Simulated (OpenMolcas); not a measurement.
N₂⁺ at 1.109 Å: OpenMolcas input and output

Input (each module block was a call of its own in one work directory; start orbitals came from a preliminary run):

```
&GATEWAY
Coord
2
angstrom
N 0.0 0.0 0.0
N 0.0 0.0 1.1090
Basis=ANO-RCC-VTZP
Group=XY
RX2C
AMFI
ANGMom
0.0 0.0 0.0
RICD
&SEWARD
&GUESSORB
* RASSCF and CASPT2 blocks for each multiplicity and irrep, as for the first:
&RASSCF
FileOrb=$CurrDir/o21.orb
Symmetry=1
Spin=2
nActEl=9 0 0
Inactive=2 0
RAS2=4 4
CIRoot=2 2 1
Linear
Iterations=120 100
OrbListing=Nothing
PRWF=0.15
>>COPY $Project.RasOrb $CurrDir/o21.orb
>>COPY $Project.rasscf.h5 $CurrDir/r21.h5
&CASPT2
XMultistate=all
Imaginary=0.2
IPEA=0.25
MaxIter=40
>>COPY $Project.JobMix JOB001
&RASSI
Nr of JobIphs=4 2 2 4 2
1 2
1 2
1 2 3 4
1 2
SpinOrbit
EJob
Omega
MEES
MESO
Properties=4
'AngMom' 3 'Mltpl  1' 1 'Mltpl  1' 2 'Mltpl  1' 3
Thrs=1.0d-4
>>COPY $Project.rassi.h5 $CurrDir/so.h5
```

```bash
pymolcas m.inp
```

C2 symmetry about the axis (a holds Σ, Δ, Γ; b holds Π, Φ, H; Σ⁺ and Σ⁻ are not told apart); roots by multiplicity and irrep: 2a 2, 2b 2, 4a 4, 4b 2.

RASSI part of the output, in excerpt:

```
SPIN-FREE ENERGIES:
  (Shifted by EMIN (a.u.) =       -108.8595673443)
 SF State       Relative EMIN(au)   Rel lowest level(eV)    D:o, cm**(-1)      Abs_M
     1             0.0000000000        0.0000000000              0.0000         0.0
     3             0.0552522072        1.5034891517          12126.4578         1.0
     4             0.0552522072        1.5034891517          12126.4578         1.0
     2             0.1203493593        3.2748728992          26413.6313         0.0
     5             0.2501436309        6.8067549566          54900.1812         0.0
     6             0.3010207879        8.1911929280          66066.4265         2.0
     7             0.3011041669        8.1934617846          66084.7260         2.0
     8             0.3351057297        9.1186914449          73547.2065         0.0
     9             0.3450204790        9.3884855157          75723.2424         1.0
    10             0.3450204790        9.3884855157          75723.2424         1.0
++ Dipole transition strengths (spin-free states):
     for osc. strength at least  1.00000000E-05
      From   To        Osc. strength     Einstein coefficients Ax, Ay, Az (sec-1)    Total A (sec-1)
         1    3       3.55984177E-03  3.49173096E+05  5.46832754E-02  0.00000000E+00  3.49173151E+05
         1    4       3.55984180E-03  5.46833147E-02  3.49173099E+05  0.00000000E+00  3.49173154E+05
         1    2       5.06244901E-02  0.00000000E+00  0.00000000E+00  2.35591224E+07  2.35591224E+07
 Electric-quadrupole - electric-quadrupole not included
 Electric-dipole - electric-octupole not included
 Electric-dipole - magnetic-quadrupole not included
   Eigenvalues of complex Hamiltonian:
  (Shifted by EMIN (a.u.) =       -108.8595673443)
 SO State       Relative EMIN(au)   Rel lowest level(eV)    D:o, cm**(-1)      Omega
     1             0.0000000000        0.0000000000              0.0000         0.5
     2             0.0000000000        0.0000000000              0.0000         0.5
     3             0.0550999971        1.4993473032          12093.0516         1.5
     4             0.0550999971        1.4993473032          12093.0516         1.5
     5             0.0554032756        1.5075999328          12159.6135         0.5
     6             0.0554032756        1.5075999328          12159.6135         0.5
     7             0.1203491872        3.2748682177          26413.5935         0.5
     8             0.1203491872        3.2748682177          26413.5935         0.5
     9             0.2501419999        6.8067105743          54899.8232         1.5
    10             0.2501419999        6.8067105743          54899.8232         1.5
    11             0.2501434784        6.8067508073          54900.1477         0.5
    12             0.2501434784        6.8067508073          54900.1477         0.5
    13             0.3009704008        8.1898218253          66055.3678         0.9
    14             0.3009704008        8.1898218253          66055.3678         0.9
    15             0.3010124750        8.1909667230          66064.6020         1.8
    16             0.3010124750        8.1909667230          66064.6020         1.8
    17             0.3011122441        8.1936815786          66086.4988         2.3
    18             0.3011122441        8.1936815786          66086.4988         2.3
    19             0.3011547066        8.1948370403          66095.8182         3.4
    20             0.3011547066        8.1948370403          66095.8182         3.4
    21             0.3351056820        9.1186901463          73547.1960         0.5
    22             0.3351056820        9.1186901463          73547.1960         0.5
    23             0.3351075643        9.1187413674          73547.6092         1.5
    24             0.3351075643        9.1187413674          73547.6092         1.5
    25             0.3447959455        9.3823756503          75673.9630         0.5
    26             0.3447959455        9.3823756503          75673.9630         0.5
    27             0.3449459145        9.3864565138          75706.8774         0.5
    28             0.3449459145        9.3864565138          75706.8774         0.5
    29             0.3450958101        9.3905353800          75739.7757         1.5
    30             0.3450958101        9.3905353800          75739.7757         1.5
    31             0.3452456390        9.3946124334          75772.6594         2.5
    32             0.3452456390        9.3946124334          75772.6594         2.5
 Weights of the five most important spin-orbit-free states for each spin-orbit state.
 SO State  Total energy (au)           Spin-free states, spin, and weights
    1         0.000000       1 0.5  1.0000   10 1.5  0.0000    9 1.5  0.0000    8 1.5  0.0000    7 1.5  0.0000
    2         0.000000       1 0.5  1.0000   10 1.5  0.0000    9 1.5  0.0000    8 1.5  0.0000    7 1.5  0.0000
    3         0.055100       3 0.5  0.5000    4 0.5  0.5000    5 1.5  0.0000    8 1.5  0.0000    6 1.5  0.0000
    4         0.055100       3 0.5  0.5000    4 0.5  0.5000    5 1.5  0.0000    8 1.5  0.0000    6 1.5  0.0000
    5         0.055403       4 0.5  0.5000    3 0.5  0.5000    2 0.5  0.0000    6 1.5  0.0000    7 1.5  0.0000
    6         0.055403       4 0.5  0.5000    3 0.5  0.5000    2 0.5  0.0000    6 1.5  0.0000    7 1.5  0.0000
    7         0.120349       2 0.5  1.0000    4 0.5  0.0000    3 0.5  0.0000   10 1.5  0.0000    9 1.5  0.0000
    8         0.120349       2 0.5  1.0000    4 0.5  0.0000    3 0.5  0.0000   10 1.5  0.0000    9 1.5  0.0000
    9         0.250142       5 1.5  1.0000    8 1.5  0.0000    3 0.5  0.0000    4 0.5  0.0000   10 1.5  0.0000
   10         0.250142       5 1.5  1.0000    8 1.5  0.0000    3 0.5  0.0000    4 0.5  0.0000   10 1.5  0.0000
   11         0.250143       5 1.5  1.0000    8 1.5  0.0000    3 0.5  0.0000    4 0.5  0.0000   10 1.5  0.0000
   12         0.250143       5 1.5  1.0000    8 1.5  0.0000    3 0.5  0.0000    4 0.5  0.0000   10 1.5  0.0000
   13         0.300970       6 1.5  0.7262    7 1.5  0.2738   10 1.5  0.0000    9 1.5  0.0000    4 0.5  0.0000
   14         0.300970       6 1.5  0.7262    7 1.5  0.2738   10 1.5  0.0000    9 1.5  0.0000    4 0.5  0.0000
   15         0.301012       6 1.5  0.9179    7 1.5  0.0821   10 1.5  0.0000    9 1.5  0.0000    4 0.5  0.0000
   16         0.301012       6 1.5  0.9179    7 1.5  0.0821   10 1.5  0.0000    9 1.5  0.0000    4 0.5  0.0000
   17         0.301112       7 1.5  0.9179    6 1.5  0.0821    9 1.5  0.0000   10 1.5  0.0000    4 0.5  0.0000
   18         0.301112       7 1.5  0.9179    6 1.5  0.0821    9 1.5  0.0000   10 1.5  0.0000    4 0.5  0.0000
   19         0.301155       7 1.5  0.7262    6 1.5  0.2738    9 1.5  0.0000   10 1.5  0.0000    4 0.5  0.0000
   20         0.301155       7 1.5  0.7262    6 1.5  0.2738    9 1.5  0.0000   10 1.5  0.0000    4 0.5  0.0000
   21         0.335106       8 1.5  1.0000    9 1.5  0.0000   10 1.5  0.0000    5 1.5  0.0000    3 0.5  0.0000
   22         0.335106       8 1.5  1.0000    9 1.5  0.0000   10 1.5  0.0000    5 1.5  0.0000    3 0.5  0.0000
   23         0.335108       8 1.5  1.0000    5 1.5  0.0000    9 1.5  0.0000   10 1.5  0.0000    3 0.5  0.0000
   24         0.335108       8 1.5  1.0000    5 1.5  0.0000    9 1.5  0.0000   10 1.5  0.0000    3 0.5  0.0000
   25         0.344796       9 1.5  0.5000   10 1.5  0.5000    8 1.5  0.0000    2 0.5  0.0000    5 1.5  0.0000
   26         0.344796       9 1.5  0.5000   10 1.5  0.5000    8 1.5  0.0000    2 0.5  0.0000    5 1.5  0.0000
   27         0.344946      10 1.5  0.5000    9 1.5  0.5000    8 1.5  0.0000    7 1.5  0.0000    6 1.5  0.0000
   28         0.344946      10 1.5  0.5000    9 1.5  0.5000    8 1.5  0.0000    7 1.5  0.0000    6 1.5  0.0000
   29         0.345096       9 1.5  0.5000   10 1.5  0.5000    8 1.5  0.0000    7 1.5  0.0000    6 1.5  0.0000
   30         0.345096       9 1.5  0.5000   10 1.5  0.5000    8 1.5  0.0000    7 1.5  0.0000    6 1.5  0.0000
   31         0.345246      10 1.5  0.5000    9 1.5  0.5000    7 1.5  0.0000    6 1.5  0.0000    8 1.5  0.0000
   32         0.345246      10 1.5  0.5000    9 1.5  0.5000    7 1.5  0.0000    6 1.5  0.0000    8 1.5  0.0000
++ Dipole transition strengths (SO states):
        for osc. strength at least   1.00000000E-05
      From   To        Osc. strength     Einstein coefficients Ax, Ay, Az (sec-1)    Total A (sec-1)
         1    3       3.55002831E-03  1.73147352E+05  1.73147353E+05  0.00000000E+00  3.46294705E+05
         1    5       3.56955260E-03  1.76021434E+05  1.76021436E+05  0.00000000E+00  3.52042871E+05
         1    7       5.06240811E-02  0.00000000E+00  0.00000000E+00  2.35588648E+07  2.35588648E+07
         2    4       3.55002831E-03  1.73147352E+05  1.73147353E+05  0.00000000E+00  3.46294705E+05
         2    6       3.56955260E-03  1.76021434E+05  1.76021436E+05  0.00000000E+00  3.52042871E+05
         2    8       5.06240811E-02  0.00000000E+00  0.00000000E+00  2.35588648E+07  2.35588648E+07
 Electric-quadrupole - electric-quadrupole not included
 Electric-dipole - electric-octupole not included
 Electric-dipole - magnetic-quadrupole not included
```

g and u states are not told apart. Only roots inside an energy window near the equilibrium distance were included, so the list of states is not complete; labels number the states computed. Each spin and symmetry block has orbitals of its own, averaged over its own roots, so gaps between blocks are less sure than gaps within one and near the minimum can be off by tenths of an eV, in bad cases by more. No Rydberg orbitals are active, so Rydberg states, and σ→σ* states whose orbital the CASSCF left unused, can be missing between those listed. CASPT2 splits the two components of degenerate states numerically, here by up to 18 cm⁻¹.
